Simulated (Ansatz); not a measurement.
A made-up structure of CH5AlN (charge +1), singlet:

```
atom    x (Å)    y (Å)    z (Å)
  N1  -0.5173   1.0034  -0.7463
  C2  -0.3849   0.4101   0.3796
 Al3   0.7727  -1.2943   0.5466
  H4  -0.0582   0.6537  -1.5848
  H5  -1.0780   1.8440  -0.8714
  H6  -0.9307   0.8917   1.1937
  H7   1.3412  -1.5837  -0.8882
  H8   0.1027   1.2135   0.8699
```

It is relaxed with PBE-D4/def2-SVP and then PBE0-D4/def2-TZVP (Ansatz 0.2.0). Atoms count as bonded within 1.22 times the sum of their covalent radii (H–H: 0.88 Å). The end point is not checked to be a true minimum.

Question: Does its bonding change? (A judgement: the text doesn't fix the answer.)

Answer: The calculation gives: Yes. Formed: N1–Al3; broken: none.

Where it ends: The first stage lowers the energy by 4.17 eV in 14 steps. It ends as CH₅AlN ([CH2]1[NH2][AlH]1), total charge +1:
N1  (-0.345, 0.774, -0.822)
C2  (-0.153, 0.729, 0.708)
Al3  (0.469, -0.841, -0.142)
H4  (0.168, 1.521, -1.281)
H5  (-1.316, 0.841, -1.115)
H6  (-1.102, 0.773, 1.236)
H7  (1.010, -2.167, -0.740)
H8  (0.517, 1.510, 1.054)
(Å)

Labels in which every atom is bracketed show which atoms are joined, not bond orders.

For scale, one of the runs: PBE0-D4/def2-TZVP relaxation, 129 basis functions, launched by `ansatz run in.yaml --threads 2 --pin off --events-out ev --progress --plain --max-ram 4352MiB`. Hardware: 2 CPU threads of an Arm Neoverse V1, shared host. Wall time about 18 s.
